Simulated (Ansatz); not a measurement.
# C2H2F2: the cost of one run

Program: Ansatz 0.2.0. Level of theory: RKS BLYP/def2-SVP. These are calculated values, not measurements.

## (1) Starting point

Bond lengths: F1–C2 1.350 Å, C2–C3 1.384 Å, C3–F4 1.348 Å, C2–H5 1.024 Å, C3–H6 1.061 Å. Angles: F1–C2–C3 120.8°, F1–C2–H5 112.7°, C3–C2–H5 126.5°, C2–C3–F4 121.4°, C2–C3–H6 124.7°, F4–C3–H6 113.8°.

Structure file:

```xyz
6

F    -0.2025   -0.8230   -1.5070
C     0.4259   -0.1324   -0.5315
C    -0.2448    0.2313    0.6232
F    -1.5456   -0.0699    0.8048
H     1.4128    0.0394   -0.7417
H     0.1891    0.7635    1.4324
```

## (2) Preparing the start

Contents of input.yaml:

```yaml
crystal:
  periodic: [false, false, false]
  atoms:
    - { symbol: F, position_ang: [-0.2025, -0.823, -1.507] }
    - { symbol: C, position_ang: [0.4259, -0.1324, -0.5315] }
    - { symbol: C, position_ang: [-0.2448, 0.2313, 0.6232] }
    - { symbol: F, position_ang: [-1.5456, -0.0699, 0.8048] }
    - { symbol: H, position_ang: [1.4128, 0.0394, -0.7417] }
    - { symbol: H, position_ang: [0.1891, 0.7635, 1.4324] }
basis:
  gaussian: { orbitals: def2-SVP }
hamiltonian:
  xc: blyp
relax:
  f_tol: 0.02
  max_steps: 40
scf:
  lower_state_search: "off"
```

Command:

```console
$ ansatz run input.yaml --threads 1 --pin off --max-ram 2048MiB --backend cpu --events-out ev --progress --plain --runs-dir out
```

**Question.** How long does this run take on 1 thread of Intel Xeon Platinum 8488C (Sapphire Rapids), shared host, and how much memory does it need?

About 4.2 s, with a peak of 0.13 GiB.
